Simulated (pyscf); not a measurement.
One multi-bond step on the singlet surface with elements of a group swapped. ωB97M-D3(BJ)/def2-TZVP, kcal/mol, from the separated reactants. PySCF, gas phase, ωB97X-D3(BJ)/def2-SVP geometries.

```
step                                                            barrier  reaction energy  imaginary mode (i cm⁻¹)
--------------------------------------------------------------  -------  ---------------  -----------------------
`[OH][GeH3]` + `[H][H]` + `[FH]` → `[GeH4]` + `[OH2]` + `[FH]`     30.7             -0.3                     1124
`[OH][SiH3]` + `[H][H]` + `[FH]` → `[SiH4]` + `[OH2]` + `[FH]`      ___              ___                     1118
```

Task: Fill in the missing entries.

Result: 
- `[OH][SiH3]` + `[H][H]` + `[FH]` → `[SiH4]` + `[OH2]` + `[FH]`, barrier: 35.8
- `[OH][SiH3]` + `[H][H]` + `[FH]` → `[SiH4]` + `[OH2]` + `[FH]`, reaction energy: +15.4

Row 1: On the reactant side the descent ends in a bound adduct (not fully relaxed), 11.6 kcal/mol under the separated species and 42.7 kcal/mol under the saddle at ωB97X-D3(BJ)/def2-TZVP. On the product side the descent ends in a complex, 7.4 kcal/mol under the separated species and 37.6 kcal/mol under the saddle at ωB97X-D3(BJ)/def2-TZVP. Row 2: On the reactant side the descent ends in a bound adduct (not fully relaxed), 9.4 kcal/mol under the separated species and 45.6 kcal/mol under the saddle at ωB97X-D3(BJ)/def2-TZVP. On the product side the descent ends in a complex, 7.8 kcal/mol under the separated species and 28.3 kcal/mol under the saddle at ωB97X-D3(BJ)/def2-TZVP. Each row is the saddle that its search found. Elements up to Kr have no core potential and no relativistic terms here.
